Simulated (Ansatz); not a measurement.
# SiHF₂ (quartet): from Hartree-Fock to the top rungs, def2-TZVPP

One table from this session's results is given with a row withheld; the runs are named, their logs left out.

Program: Ansatz 0.2.0, Gaussian basis. Level of theory: def2-TZVPP, core rule «outside noble gas», up to 7 orbitals frozen. These are calculated values, not measurements.

Plan: UHF; ROHF; CCSD(T) on UHF.

2 further runs of the same task are left out: 2 set aside as unsound or not needed.

### The system

The geometry is a PBE0/def2-TZVP stationary point (not a proven minimum) of the parent state, kept for this charge and spin.

4 atoms, charge 0, spin multiplicity 4.

Atoms are counted from 1 here; the program's logs count them from 0.

Bond lengths: Si1–F2 1.592 Å, Si1–F3 1.592 Å, Si1–H4 1.493 Å. Angles: F2–Si1–F3 107.3°, F2–Si1–H4 107.6°, F3–Si1–H4 107.6°.

Set-up of the first run:

File in.yaml:

```yaml
crystal:
  periodic: [false, false, false]
  atoms:
    - {symbol: Si, position_ang: [-0.130217, -0.507043, 0.000000]}
    - {symbol: F, position_ang: [0.070738, 0.415258, -1.281724]}
    - {symbol: F, position_ang: [0.070738, 0.415259, 1.281724]}
    - {symbol: H, position_ang: [0.961743, -1.525831, 0.000001]}
basis:
  gaussian: {orbitals: def2-TZVPP}
magnetization: {spin_polarized: true, initial_magnetization: 3}
hamiltonian: {xc: hf}
output: {orbitals: {seedname: orbitals}}
```

Started as:

```sh
> ansatz run in.yaml --threads 1 --pin off --events-out ev --progress --plain --max-ram 2816MiB --backend cpu
```

Steps of the session up to this table: UHF; ROHF; CCSD(T) on UHF.

One of the session's tables, all rows but one given; the rest of the session is left out.

```
  method  from UCCSD(T) (kcal/mol)
    ROHF                   +382.78
     UHF                   +381.58
    UMP2                         ?
   UCCSD                    +12.19
UCCSD(T)                         0
```

**Question.** Estimate the row for UMP2.

As computed: from UCCSD(T) (kcal/mol): +16.30. In the column «from UCCSD(T) (kcal/mol)» it lies between UCCSD (+12.19) and UHF (+381.58).
